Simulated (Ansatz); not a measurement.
# MgH (quartet): wave-function methods side by side, def2-QZVPP

The task here is to estimate one member of a computed series from the others.

Method: def2-QZVPP, core rule «outside noble gas», up to 5 orbitals frozen; program: Ansatz 0.2.0, Gaussian basis.

To be run: UHF; ROHF; CCSD(T) on UHF.

2 further runs of the same task are left out: 2 set aside as unsound or not needed.

## The geometry

The geometry is a PBE0/def2-TZVP stationary point (not a proven minimum) of the parent state, kept for this charge and spin.

2 atoms, charge 0, spin multiplicity 4.

Atoms are counted from 1 here; the program's logs count them from 0.

Bond lengths: Mg1–H2 1.744 Å.

The first run:

Contents of in.yaml:

```yaml
crystal:
  periodic: [false, false, false]
  atoms:
    - {symbol: Mg, position_ang: [0.000000, 0.000000, 0.000000]}
    - {symbol: H, position_ang: [0.000000, 0.000000, 1.744200]}
basis:
  gaussian: {orbitals: "def2-QZVPP.json"}
magnetization: {spin_polarized: true, initial_magnetization: 3}
hamiltonian: {xc: hf}
output: {orbitals: {seedname: orbitals}}
```

Started as:

```
$ ansatz run in.yaml --threads 1 --pin off --events-out ev --progress --plain --max-ram 2393MiB
```

Steps of the session up to this table: UHF; ROHF; CCSD(T) on UHF.

One of the session's tables, all rows but one given; the rest of the session is left out.

It belongs to the step «Misses and costs». 

| method | from UCCSD(T) (meV) |
| --- | --- |
| ROHF | ? |
| UHF | +231.8 |
| UMP2 | +94.6 |
| UCCSD | +1.4 |
| UCCSD(T) | 0 |

Estimate the missing values for ROHF.

**Answer.** from UCCSD(T) (meV): +233.6. In the column «from UCCSD(T) (meV)» it is the highest.
